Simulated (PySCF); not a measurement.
# One shape, several levels: N2H (SMILES [N]=N)

Aim: a comparison of 6 runs (UB3LYP/STO-3G, UPBE0/STO-3G, UMP2/STO-3G, NEVPT2(11,9)/STO-3G, NEVPT2(3,3)/STO-3G, UCISD/STO-3G) of N2H. 

The results are computed with PySCF 2.14.0.

9 further runs of the same task are left out: 9 set aside as unsound or not needed.

## 1. Starting point

N2H: 3 atoms, total charge 0, spin state doublet. SMILES: `[N]=N`. The N2–H3 distance was set to 1.585 Å, away from the relaxed value. At this shape a bond of the SMILES string is far longer than usual.

Bond lengths: N1–N2 1.165 Å. A long bond or contact: N2–H3 1.585 Å.

## 2. The energy at UB3LYP/STO-3G (run 1)

calc.py

```python
from pyscf import gto, dft

mol = gto.Mole()
mol.atom = '''
N      1.506369    -2.131226     0.603144
N     -0.344032    -1.396103    -0.334689
H     -0.835013     1.557947    -0.294948
'''
mol.basis = 'sto-3g'
mol.max_memory = 1860
mol.unit = 'bohr'
mol.verbose = 3
mol.spin = 1
mol.build()

myscf = dft.UKS(mol, xc='b3lyp')
myscf.conv_tol = 1e-10
myscf.grids.level = 5
myscf.kernel()
if not myscf.converged:
    myscf = myscf.newton().run(myscf.mo_coeff, myscf.mo_occ)

e_final = myscf.e_tot
print('E = %.10f Eh' % e_final)
```

The run is started by

```
$ OMP_NUM_THREADS=1 python calc.py
```

What it wrote:

```text
WARN: HOMO -0.10347477410086 >= LUMO -0.103474774100862

converged SCF energy = -108.525013699673  <S^2> = 0.76894324  2S+1 = 2.0188544
E = -108.5250136997 Eh
```

Wall time 3.3 s (1 thread of AMD EPYC 7R43 (Zen 3), shared host); peak memory 0.16 GiB.

## 3. A single-point energy at UPBE0/STO-3G (run 2)

input.py

```python
from pyscf import gto, dft

system = gto.M(
    atom=[
    ('N', (0.797136, -1.127796, 0.319170)),
    ('N', (-0.182054, -0.738786, -0.177110)),
    ('H', (-0.441870, 0.824430, -0.156080)),
],
    spin=1,
    max_memory=1860,
    basis='sto-3g',
    verbose=3,
)

mf = dft.UKS(system, xc='pbe0')
mf.conv_tol = 1e-10
mf.grids.level = 5
mf.kernel()
if not mf.converged:
    mf = mf.newton().run(mf.mo_coeff, mf.mo_occ)

e_tot = mf.e_tot
print(f'total energy: {e_tot:.8f} hartree')
```

The run is started by

```
$ OMP_NUM_THREADS=1 python input.py
```

What it wrote:

```text
converged SCF energy = -108.419769535055  <S^2> = 0.77416983  2S+1 = 2.0240255
total energy: -108.41976954 hartree
```

Run time: 2.9 s. Hardware: 1 thread of AMD EPYC 7R43 (Zen 3), shared host; peak memory 0.16 GiB.

## 4. The energy at UMP2/STO-3G (run 3)

calc.py

```python
from pyscf import gto, scf, mp

mol = gto.M(
    atom='''
N        0.797136      -1.127796       0.319170
N       -0.182054      -0.738786      -0.177110
H       -0.441870       0.824430      -0.156080
''',
    max_memory=1860,
    charge=0,
    spin=1,
    verbose=4,
    basis='sto-3g',
)

mf = scf.UHF(mol)
mf.conv_tol = 1e-10
mf.kernel()
if not mf.converged:
    mf = mf.newton().run(mf.mo_coeff, mf.mo_occ)

pt = mp.MP2(mf, frozen=2).run()
energy = pt.e_tot
print('E(%s) = %.9f' % ('MP2', energy))
```

The run is started by

```
$ OMP_NUM_THREADS=1 python calc.py
```

What it wrote:

```text
PySCF version 2.14.0

[INPUT] num. atoms = 3
[INPUT] num. electrons = 15
[INPUT] charge = 0
[INPUT] spin (= nelec alpha-beta = 2S) = 1
[INPUT] symmetry False subgroup None
[INPUT] Mole.unit = angstrom
[INPUT] Symbol           X                Y                Z      unit          X                Y                Z       unit  Magmom
[INPUT]  1 N      0.797136000000  -1.127796000000   0.319170000000 AA    1.506368724031  -2.131225564380   0.603143887177 Bohr   0.0
[INPUT]  2 N     -0.182054000000  -0.738786000000  -0.177110000000 AA   -0.344032199882  -1.396103204663  -0.334689393922 Bohr   0.0
[INPUT]  3 H     -0.441870000000   0.824430000000  -0.156080000000 AA   -0.835013282662   1.557946908875  -0.294948453522 Bohr   0.0

nuclear repulsion = 26.1702984246981
number of shells = 7
number of NR pGTOs = 33
number of NR cGTOs = 11
basis = sto-3g
ecp = {}

[... 97 lines left out ...]
converged SCF energy = -107.955903853696  <S^2> = 1.1698318  2S+1 = 2.3831339
[... 1 line left out ...]
******** <class 'pyscf.mp.ump2.UMP2'> ********
nocc = (np.int64(6), np.int64(5)), nmo = (9, 9)
frozen orbitals 2
E(UMP2) = -108.065949147907  E_corr = -0.11004529421141
E(SCS-UMP2) = -108.062582645532  E_corr = -0.106678791835787
E_corr(same-spin) = -0.0292794937129666
E_corr(oppo-spin) = -0.0807658004984431
E(MP2) = -108.065949148
```

It took 1.1 s on 1 thread of AMD EPYC 7R43 (Zen 3), shared host; peak memory 0.11 GiB.

Runs 4 to 5 aren't shown in full; the table further down has their settings and results.

## 5. The energy at UCISD/STO-3G (run 6)

input.py

```python
from pyscf import gto, ci

molecule = gto.M(
    atom=[
    ('N', (0.797136, -1.127796, 0.319170)),
    ('N', (-0.182054, -0.738786, -0.177110)),
    ('H', (-0.441870, 0.824430, -0.156080)),
],
    spin=1,
    basis='sto-3g',
    max_memory=1860,
    verbose=3,
)

calc0 = molecule.UHF()
calc0.conv_tol = 1e-10
calc0.kernel()
if not calc0.converged:
    calc0 = calc0.newton().run(calc0.mo_coeff, calc0.mo_occ)

cisd = ci.CISD(calc0, frozen=2)
cisd.kernel()
etot = cisd.e_tot
print('E = %.10f Eh' % etot)
```

The run is started by

```
$ OMP_NUM_THREADS=1 python input.py
```

What it wrote:

```text
converged SCF energy = -107.955903853696  <S^2> = 1.1698318  2S+1 = 2.3831339
E(UCISD) = -108.096860111777  E_corr = -0.140956258080914
E = -108.0968601118 Eh
```

It took 1.1 s on 1 thread of AMD EPYC 7R43 (Zen 3), shared host; peak memory 0.12 GiB.

## 6. All runs side by side

```
run                level  integration grid  frozen core orbitals  energy (Eh)  dipole moment (D) of the reference  HOMO energy (eV)  LUMO energy (eV)  wall time
  1        UB3LYP/STO-3G                 5                     –  -108.525014                                0.73             -4.90             -0.08      3.3 s
  2         UPBE0/STO-3G                 5                     –  -108.419770                                0.75             -5.19              0.50      2.9 s
  3          UMP2/STO-3G                 –                     2  -108.065949                                0.47             -9.79              6.82      1.1 s
  4  NEVPT2(11,9)/STO-3G                 –                     –  -108.117572                                0.20                 –                 –      4.5 s
  5   NEVPT2(3,3)/STO-3G                 –                     –  -108.101030                                0.20                 –                 –        1 s
  6         UCISD/STO-3G                 –                     2  -108.096860                                0.47             -9.79              6.82      1.1 s
```

## 7. Summary of results

```
                                                         quantity          value
                                              run 6: total energy  -108.09686 Eh
                      run 6: dipole moment (Hartree–Fock density)         0.47 D
run 6: HOMO energy (Hartree–Fock orbitals) (highest over α and β)       -9.79 eV
 run 6: LUMO energy (Hartree–Fock orbitals) (lowest over α and β)        6.82 eV
               run 6: correlation energy (2 core orbitals frozen)     -141.0 mEh
                         run 6: ⟨S²⟩ of the reference determinant          1.170
```

What this shows: Totals of different functionals can't be ranked against each other. In runs 1, 2, 3, 4, 5, 6 the basis is minimal, so the values are rough. Spin contamination of the reference: run 3 ⟨S²⟩ = 1.17, run 6 ⟨S²⟩ = 1.17. All runs together took 14 s, the longest 4.5 s.
